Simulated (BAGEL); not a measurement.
# B3LYP/6-31G(d) (density fitting with qzvpp-jkfit, spherical functions) run of CH7BN− (SMILES C[BH2-]N)

Aim: the energy change on altering one bond length of CH7BN− at B3LYP/6-31G* (density fitting with qzvpp-jkfit, spherical functions), from 2 runs. 

The calculation is run with BAGEL 1.2.2.

1 further run of the same task is left out (set aside as unsound or not needed).

### Step 1. The system as given

CH7BN− has 10 atoms, charge -1, and is taken as a singlet. As SMILES, `C[BH2-]N`. The shape is that of a GFN2-xTB optimisation. This is one conformer, not always the lowest.

Bond lengths: C1–B2 1.645 Å, B2–N3 1.568 Å, C1–H4 1.095 Å, C1–H5 1.093 Å, C1–H6 1.095 Å, B2–H7 1.227 Å, B2–H8 1.253 Å, N3–H9 1.019 Å, N3–H10 1.019 Å. Some angles: C1–B2–N3 109.0°, C1–B2–H7 110.9°, C1–B2–H8 109.3°, N3–B2–H7 108.1°, N3–B2–H8 111.1°, B2–C1–H4 111.8°, B2–C1–H5 111.9°, B2–C1–H6 112.3°, B2–N3–H9 108.7°, B2–N3–H10 108.5°.

### Step 2. A single-point energy at B3LYP/6-31G(d) (density fitting with qzvpp-jkfit, spherical functions)

The input, job.json:

```json
{ "bagel" : [

{
  "title" : "molecule",
  "basis" : "6-31gs.json",
  "df_basis" : "qzvpp-jkfit",
  "angstrom" : "true",
  "geometry" : [
    { "atom" : "C", "xyz" : [      -0.983210,       0.401740,      -0.623940 ] },
    { "atom" : "B", "xyz" : [       0.229940,      -0.561220,      -0.068910 ] },
    { "atom" : "N", "xyz" : [       1.271260,       0.323300,       0.699520 ] },
    { "atom" : "H", "xyz" : [      -1.726550,      -0.168160,      -1.191560 ] },
    { "atom" : "H", "xyz" : [      -0.610350,       1.188480,      -1.284240 ] },
    { "atom" : "H", "xyz" : [      -1.521920,       0.900230,       0.188880 ] },
    { "atom" : "H", "xyz" : [       0.810380,      -1.112940,      -0.999070 ] },
    { "atom" : "H", "xyz" : [      -0.251310,      -1.445020,       0.678370 ] },
    { "atom" : "H", "xyz" : [       1.978550,      -0.285020,       1.108340 ] },
    { "atom" : "H", "xyz" : [       0.803220,       0.758620,       1.492600 ] }
  ]
},

{ "title" : "ks", "xc_func" : "b3lyp", "charge" : -1 },

{ "title" : "print", "file" : "orbitals.molden", "orbitals" : "true" }

]}
```

The basis set 6-31G* is read from a file made from the Basis Set Exchange's data (not shown).

The run is started by

```sh
$ BAGEL_NUM_THREADS=1 BAGEL job.json > job.out
```

Log:

```text
* using 1 threads per process

  ===============================================================
  ===============================================================

  *** Geometry ***

  { "atom" : "C", "xyz" : [     -1.857998,      0.759179,     -1.179076 ] },
  { "atom" : "B", "xyz" : [      0.434524,     -1.060552,     -0.130221 ] },
  { "atom" : "N", "xyz" : [      2.402333,      0.610948,      1.321901 ] },
  { "atom" : "H", "xyz" : [     -3.262707,     -0.317776,     -2.251722 ] },
  { "atom" : "H", "xyz" : [     -1.153394,      2.245902,     -2.426862 ] },
  { "atom" : "H", "xyz" : [     -2.876012,      1.701188,      0.356931 ] },
  { "atom" : "H", "xyz" : [      1.531396,     -2.103152,     -1.887969 ] },
  { "atom" : "H", "xyz" : [     -0.474907,     -2.730692,      1.281934 ] },
  { "atom" : "H", "xyz" : [      3.738918,     -0.538610,      2.094459 ] },
  { "atom" : "H", "xyz" : [      1.517866,      1.433584,      2.820605 ] },

  Number of auxiliary basis functions:      353

  Since a DF basis is specified, we compute 2- and 3-index integrals:
    o Being stored without compression. Storage requirement is 0.009 GB

  Number of basis functions:       56
  Number of electrons      :       25

    * METHOD: MOLECULE                             0.10

  *** Kohn-Sham DFT ***

    * Removing 17945 points whose weight is below 1.00e-10
    * Grid points: 131115

  === Nuclear Repulsion ===
    71.9886340069

       - DIIS with orbital gradients will be used.

  === KS iteration (b3lyp / 6-31gs.json) ===
      0       -101.28762503          0.15672306           0.23
      1       -104.00007673          0.12500805           0.23
      2       -106.38749073          0.16445001           0.23
      3       -120.18773443          0.07945738           0.23
      4       -121.09937714          0.05827821           0.22
      5       -121.33435468          0.04955816           0.22
      6       -121.83138472          0.02054023           0.22
      7       -121.93180861          0.00366250           0.22
      8       -121.93399580          0.00183855           0.22
      9       -121.93474100          0.00050429           0.22
     10       -121.93479555          0.00006880           0.22
     11       -121.93479665          0.00001020           0.22
     12       -121.93479667          0.00000472           0.22
     13       -121.93479668          0.00000088           0.22
     14       -121.93479668          0.00000044           0.22
     15       -121.93479668          0.00000008           0.22
     16       -121.93479668          0.00000003           0.22
     17       -121.93479668          0.00000001           0.22
    * SCF iteration converged.

    * Permanent dipole moment:
           (    0.202369,    -0.690556,    -0.493261) a.u.

    * METHOD: KS                                   4.57

    * METHOD: PRINT                                0.01

  ===============================================================
```

Run time: 5.1 s. Hardware: 1 thread of Arm Neoverse V2, shared host; peak memory 0.34 GiB.

### Step 3. The distorted shape at the same level

The input, input.json:

```json
{ "bagel": [

{
  "title": "molecule",
  "basis": "6-31gs.json",
  "df_basis": "qzvpp-jkfit",
  "angstrom": true,
  "geometry": [
    { "atom": "C", "xyz": [   -0.912998,    0.336436,   -0.742912 ] },
    { "atom": "B", "xyz": [    0.300152,   -0.626524,   -0.187882 ] },
    { "atom": "N", "xyz": [    1.341472,    0.257996,    0.580548 ] },
    { "atom": "H", "xyz": [   -1.656338,   -0.233464,   -1.310532 ] },
    { "atom": "H", "xyz": [   -0.540138,    1.123176,   -1.403212 ] },
    { "atom": "H", "xyz": [   -1.451708,    0.834926,    0.069908 ] },
    { "atom": "H", "xyz": [    0.880592,   -1.178244,   -1.118042 ] },
    { "atom": "H", "xyz": [   -0.181098,   -1.510324,    0.559398 ] },
    { "atom": "H", "xyz": [    2.048762,   -0.350324,    0.989368 ] },
    { "atom": "H", "xyz": [    0.803220,    0.758620,    1.492600 ] }
  ]
},
{
  "title": "ks",
  "xc_func": "b3lyp",
  "charge": -1
},
{
  "title": "print",
  "file": "orbitals.molden",
  "orbitals": true
}

]}
```

The basis set 6-31G* is read from a file made from the Basis Set Exchange's data (not shown).

The run is started by

```sh
$ BAGEL_NUM_THREADS=1 BAGEL input.json > input.out
```

Log:

```text
* using 1 threads per process

  ===============================================================
  ===============================================================

  *** Geometry ***

  { "atom" : "C", "xyz" : [     -1.725316,      0.635772,     -1.403900 ] },
  { "atom" : "B", "xyz" : [      0.567205,     -1.183959,     -0.355046 ] },
  { "atom" : "N", "xyz" : [      2.535015,      0.487542,      1.097077 ] },
  { "atom" : "H", "xyz" : [     -3.130025,     -0.441183,     -2.476547 ] },
  { "atom" : "H", "xyz" : [     -1.020713,      2.122495,     -2.651686 ] },
  { "atom" : "H", "xyz" : [     -2.743331,      1.577781,      0.132107 ] },
  { "atom" : "H", "xyz" : [      1.664078,     -2.226558,     -2.112793 ] },
  { "atom" : "H", "xyz" : [     -0.342226,     -2.854099,      1.057109 ] },
  { "atom" : "H", "xyz" : [      3.871599,     -0.662016,      1.869635 ] },
  { "atom" : "H", "xyz" : [      1.517866,      1.433584,      2.820605 ] },

  Number of auxiliary basis functions:      353

  Since a DF basis is specified, we compute 2- and 3-index integrals:
    o Being stored without compression. Storage requirement is 0.009 GB

  Number of basis functions:       56
  Number of electrons      :       25

    * METHOD: MOLECULE                             0.10

  *** Kohn-Sham DFT ***

    * Removing 17733 points whose weight is below 1.00e-10
    * Grid points: 131327

  === Nuclear Repulsion ===
    71.3881521873

       - DIIS with orbital gradients will be used.

  === KS iteration (b3lyp / 6-31gs.json) ===
      0       -101.11484912          0.15501935           0.23
      1       -104.11224116          0.12198903           0.23
      2       -106.61247121          0.16361383           0.23
      3       -119.96431643          0.08445680           0.23
      4       -120.77604110          0.06877360           0.23
      5       -121.06150873          0.05991454           0.23
      6       -121.48056870          0.04271503           0.23
      7       -121.90633439          0.00853482           0.23
      8       -121.91930952          0.00411243           0.22
      9       -121.92290074          0.00142174           0.23
     10       -121.92333755          0.00007872           0.23
     11       -121.92333873          0.00001925           0.23
     12       -121.92333880          0.00000913           0.23
     13       -121.92333882          0.00000174           0.23
     14       -121.92333882          0.00000032           0.23
     15       -121.92333882          0.00000024           0.23
     16       -121.92333882          0.00000004           0.23
     17       -121.92333882          0.00000001           0.23
    * SCF iteration converged.

    * Permanent dipole moment:
           (    0.188694,    -0.638011,    -0.418967) a.u.

    * METHOD: KS                                   4.62

    * METHOD: PRINT                                0.01

  ===============================================================
```

It took 5.1 s on 1 thread of Arm Neoverse V2, shared host; peak memory 0.34 GiB.

### Step 4. Outcome

Level: B3LYP/6-31G* (density fitting with qzvpp-jkfit, spherical functions).

```
                                                              quantity          value
                                             first shape: total energy  -121.93480 Eh
                                              first shape: HOMO energy        0.56 eV
                                              first shape: LUMO energy        7.92 eV
    first shape: HOMO–LUMO gap (to an unbound level, set by the basis)        7.36 eV
                                         distorted shape: total energy  -121.92334 Eh
                                          distorted shape: HOMO energy        0.50 eV
                                          distorted shape: LUMO energy        7.37 eV
distorted shape: HOMO–LUMO gap (to an unbound level, set by the basis)        6.87 eV
    energy change with the N3–H10 bond stretched from 1.019 to 1.171 Å       0.312 eV
```

**Reading.** With the N3–H10 bond stretched from 1.019 to 1.171 Å the energy rises by 0.31 eV (7.2 kcal/mol). The first shape isn't relaxed at this level, so the change isn't measured from a minimum. The HOMO (first shape) lies at positive energy, 0.56 eV; only total energies tell whether the electron is bound. The HOMO (distorted shape) lies at positive energy, 0.50 eV; only total energies tell whether the electron is bound.
